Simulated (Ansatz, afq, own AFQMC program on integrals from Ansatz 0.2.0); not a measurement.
Two steps: Ansatz 0.2.0 writes the Fock matrix and Cholesky factors of the valence space, and afq projects on them the lowest state that overlaps trial and start.

```yaml
crystal:
  periodic: [false, false, false]
  atoms:
    - {symbol: Pd, position_ang: [0.000000, 0.000000, 0.000000]}
basis:
  gaussian: {orbitals: def2-TZVP}
magnetization: {spin_polarized: false}
correlation: {method: ccsd_t, electrons: outside_noble_gas, hamiltonian_folder: ham}
```

```sh
$ ansatz run in.yaml --threads 1 --pin off --events-out ev --progress --plain --max-ram 15360MiB --backend cuda --devices 0, --max-vram 18GiB
```

afq runs on the folder ham with

```
--method phaseless --trial hf --walkers 4000 --populations 20 --least-time 40 --time-step 0.005 --steps-per-block 20 --equilibration-blocks 160 --max-blocks 4000 --target-error 0.00057 --factor-cut 1e-05 --seed 397 --taylor-order 6
```

Times are imaginary, in 1/Eh. The walk had a cap of 49 s. With eight or more populations the least sampling time is a fifth of least-time, and the error comes from their spread. Core potentials past Kr, no spin–orbit coupling.

```
orbitals 36  electrons 5 5  factors 266 of 266
reference energy -127.03019417 Eh
CCSD correlation -0.25213897 Eh in 7 cycles, weight of the determinant in the CISD state 0.9416
energy of the start -127.030194 Eh
 block  time / (1/Eh)  mean weight  energy / Eh
     1     0.100  1.0014  -127.134395
     2     0.200  1.0029  -127.189987
     3     0.300  1.0026  -127.223942
     4     0.400  1.0016  -127.241979
     5     0.500  1.0022  -127.253455
    10     1.000  1.0002  -127.274311
    91     9.100  1.0000  -127.299947
   109    10.900  0.9998  -127.291592
   181    18.100  1.0000  -127.295690
   271    27.100  0.9990  -127.297721
   361    36.100  0.9998  -127.296273
   451    45.100  0.9997  -127.300498
   541    54.100  0.9997  -127.302373
   595    59.500  1.0000  -127.313219
   631    63.100  1.0000  -127.304576
   721    72.100  0.9996  -127.297638
error from the spread of 20 populations
energy -127.300983 +/- 0.000559 Eh
(rows thinned)
```

Estimate how long the walk took on 1 × NVIDIA H100 80GB HBM3 with 2 threads of AMD EPYC 7R13 Processor (Zen 3), with other jobs on the host (the card was shared).

35 s of wall time.

The run passed its tests (sampling time, drift between the halves within three errors, error under three times the target), which doesn't prove that it has relaxed. The second half of the sampling lies below the first by 2.5 errors of their difference, so the energy may still be moving and its error bar be too small.

Against this walk (error 15.2 meV) on the same determinant: CCSD(T) 326.7 meV higher, CCSDT(Q) 323.0 meV higher, CCSDTQ 320.5 meV higher, a separate phaseless walk with a CISD trial and standard settings 294.1 ± 15.5 meV higher. The error is statistical and leaves out the bias of the constraint. CCSDTQ is the surest value here, so the walk's 320 meV below it is most likely the bias of the constraint with this trial, which can have either sign.

Cautions: constraint bias not in the error; no spin-orbit coupling; outer-core shells of the metal frozen.

CCSDT and higher add their correlation energy to the determinant of the CCSD(T) run, since their own runs factorise the integrals more tightly (a shift of under 2 meV). A walk keeps the symmetry of its determinant, which the program's search chose and which needn't be the lowest solution, so a lower state of the same spin and another symmetry isn't excluded.
